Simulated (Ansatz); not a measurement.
# CH₅Al₂−: an energy map over bond length C2–Al3 and bond length Al3–H8

A grid of calculations on CH₅Al₂, SMILES [AlH2][CH-][AlH2], charge −1, to see where the energy is lowest and how it rises around there.

Computed with Ansatz 0.2.0. Level: RKS PBE0-D4/def2-SVPD.

**1. The starting structure**

SMILES `[AlH2][CH-][AlH2]`, 8 atoms, charge -1, spin multiplicity 1.

Atoms are counted from 1 here; the program's logs count them from 0.

Bond lengths: Al1–C2 1.878 Å, Al1–H4 1.642 Å, Al1–H5 1.629 Å, C2–Al3 1.878 Å, C2–H6 1.111 Å, Al3–H7 1.629 Å, Al3–H8 1.642 Å. Angles: C2–Al1–H4 125.0°, C2–Al1–H5 123.5°, H4–Al1–H5 111.4°, Al1–C2–Al3 121.9°, Al1–C2–H6 119.0°, Al3–C2–H6 119.1°, C2–Al3–H7 123.5°, C2–Al3–H8 125.1°, H7–Al3–H8 111.4°.

Coordinates:

```xyz
8
CH5Al2
Al   -0.99309    0.84122   -1.01117
C    -0.49852   -0.00963    0.58868
Al    1.17429   -0.83793    0.79742
H    -2.43317    1.58448   -1.27779
H    -0.02618    0.93016   -2.31958
H    -1.21697   -0.02375    1.43571
H     2.30930   -0.88030   -0.37084
H     1.68433   -1.60425    2.15758
```

This geometry comes from a loose relaxation at PBE in a small basis, which is not shown.

**3. Plan of the scan**

- bond length C2–Al3: 15 values from 1.566 to 2.424 Å
- bond length Al3–H8: 15 values from 1.435 to 2.039 Å

Nothing else is relaxed (all other coordinates rigid). Energies count from the relaxed molecule at the same level.

(The set-up runs are not shown.)

**4. Grid point bond length C2–Al3 = 2.179 Å, bond length Al3–H8 = 1.522 Å**

input.yaml

```yaml
crystal:
  periodic: [false, false, false]
  atoms:
    - { symbol: Al, position_ang: [-0.985774, 0.834715, -1.002289] }
    - { symbol: C, position_ang: [-0.497394, -0.010069, 0.586778] }
    - { symbol: Al, position_ang: [1.444433, -0.969222, 0.826306] }
    - { symbol: H, position_ang: [-2.413966, 1.575402, -1.271343] }
    - { symbol: H, position_ang: [-0.027799, 0.924306, -2.305995] }
    - { symbol: H, position_ang: [-1.210724, -0.025326, 1.427531] }
    - { symbol: H, position_ang: [2.575894, -1.01409, -0.332648] }
    - { symbol: H, position_ang: [1.921251, -1.679726, 2.085001] }
total_charge: -1
basis:
  gaussian: { orbitals: def2-SVPD }
hamiltonian:
  xc: pbe0
  dispersion: d4
output:
  forces: true
```

The run is started by

```console
> ansatz run input.yaml --threads 1 --pin off --max-ram 2560MiB --backend cpu --events-out ev --progress --plain --runs-dir out
```

Further runs follow: the other points that were computed.

Q: Predict the outcome of this session. Wanted: lowest point; highest computed point; largest force on an atom.

As calculated:

```
                       quantity                                                                                                                                                             value
                   lowest point                                                                                         bond length C2–Al3 = 1.873 Å, bond length Al3–H8 = 1.651 Å, 0.07 kcal/mol
         highest computed point                                                                        bond length C2–Al3 = 2.424 Å, bond length Al3–H8 = 2.039 Å, 49.7 kcal/mol above the lowest
largest force on an atom (eV/Å)  0.2 at bond length C2–Al3 = 1.873 Å, bond length Al3–H8 = 1.651 Å to 12.7 at bond length C2–Al3 = 1.566 Å, bond length Al3–H8 = 2.039 Å; 0.2 at the lowest point
        time for the whole task                                                                                                                                   10 min on 1 thread, shared host
```

In words: The lowest computed point is at bond length C2–Al3 = 1.873 Å, bond length Al3–H8 = 1.651 Å, 0.07 kcal/mol from the relaxed molecule at the same level. No other kind of well shows on this grid. The highest computed point, bond length C2–Al3 = 2.424 Å, bond length Al3–H8 = 2.039 Å, lies 49.7 kcal/mol above the lowest. Round the minimum the two coordinates are nearly uncoupled.
